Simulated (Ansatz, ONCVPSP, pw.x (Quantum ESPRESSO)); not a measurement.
# pw.x on bcc Ta: one setting changed

Potential: optimised norm-conserving Vanderbilt (ONCV), ONCVPSP 4.0.1.1 (patched build), PBE; core [Kr] 4d10 4f14, reference 5s2 5p6 5d3 6s2; waves: 5s+6s: rc 1.65 bohr, ncon 3, nbas 8, qcut 9 1/bohr, 2 projectors; 5p: rc 2.15 bohr, ncon 4, nbas 7, qcut 6.8 1/bohr, 2 projectors, debl 1.8 Ha; 5d: rc 2.80 bohr, ncon 4, nbas 9, qcut 6.7 1/bohr, 2 projectors, debl 2.5 Ha; local part: polynomial inside 1.60 bohr (lpopt 5, dvloc0 4 Ha); core correction: none.

The reference run (k-mesh 14³, cutoffs 70/280 Ry, Fermi–Dirac 0.01 Ry, mixing_beta 0.4, conv_thr 1e-9, no spin) gives 0.01 GPa at 18.192 Å³/atom, where all-electron LAPW gives 1.22 GPa. This run, with its own iteration cap, changes k-mesh points per axis to 4.

```
&control
  calculation='scf', prefix='x', pseudo_dir='./', outdir='./tmp', tstress=.true., disk_io='none'
/
&system
  ibrav=0, nat=1, ntyp=1, ecutwfc=70, ecutrho=280, nbnd=14,
  occupations='smearing', smearing='fd', degauss=0.01
/
&electrons
  conv_thr=1e-09, mixing_beta=0.4, electron_maxstep=50
/
ATOMIC_SPECIES
Ta 1.0 Ta.UPF
CELL_PARAMETERS angstrom
  -1.65681297 1.65681297 1.65681297
  1.65681297 -1.65681297 1.65681297
  1.65681297 1.65681297 -1.65681297
ATOMIC_POSITIONS crystal
Ta 0.0000 0.0000 0.0000
K_POINTS automatic
4 4 4 0 0 0
```

```bash
pw.x < Ta.scf.in > Ta.scf.out
```

How does the run end?

It converges in 7 iterations; the free energy moves by -79.4 meV/atom and the pressure by -0.21 GPa.

```
Message from routine setup:
     using ibrav=0 with symmetry is DISCOURAGED, use correct ibrav instead
     lattice parameter (alat)  =       5.4229  a.u.
     unit-cell volume          =     122.7657 (a.u.)^3
     number of electrons       =        13.00
     number of Kohn-Sham states=           14
     kinetic-energy cutoff     =      70.0000  Ry
     charge density cutoff     =     280.0000  Ry
     scf convergence threshold =      1.0E-09
     Exchange-correlation= PBE
     number of k points=     8  Fermi-Dirac smearing, width (Ry)=  0.0100
     iteration #  1     ecut=    70.00 Ry     beta= 0.40
     total energy              =    -117.09090589 Ry
     estimated scf accuracy    <       0.02398519 Ry
     iteration #  2     ecut=    70.00 Ry     beta= 0.40
     total energy              =    -117.09063324 Ry
     estimated scf accuracy    <       0.00431533 Ry
     iteration #  3     ecut=    70.00 Ry     beta= 0.40
     total energy              =    -117.09121441 Ry
     estimated scf accuracy    <       0.00019471 Ry
     iteration #  4     ecut=    70.00 Ry     beta= 0.40
     total energy              =    -117.09122955 Ry
     estimated scf accuracy    <       0.00000353 Ry
     iteration #  5     ecut=    70.00 Ry     beta= 0.40
     total energy              =    -117.09123086 Ry
     estimated scf accuracy    <       0.00000059 Ry
     iteration #  6     ecut=    70.00 Ry     beta= 0.40
     total energy              =    -117.09123099 Ry
     estimated scf accuracy    <       0.00000011 Ry
     iteration #  7     ecut=    70.00 Ry     beta= 0.40
     the Fermi energy is    18.1759 ev
!    total energy              =    -117.09123101 Ry
     estimated scf accuracy    <          2.7E-10 Ry
     smearing contrib. (-TS)   =      -0.00358704 Ry
     The total energy is F=E-TS. E is the sum of the following terms:
     one-electron contribution =     -20.16530295 Ry
     hartree contribution      =      14.94605068 Ry
     xc contribution           =     -13.64967129 Ry
     ewald contribution        =     -98.21872040 Ry
     convergence has been achieved in   7 iterations
          total   stress  (Ry/bohr**3)                   (kbar)     P=       -2.05
     Message from routine punch:
     Nothing written, as per user request (disk_io='none')
```

The run took about 3.2 s on one core of a shared host (Neoverse-N1, 64 threads, 124 GiB, load 61).
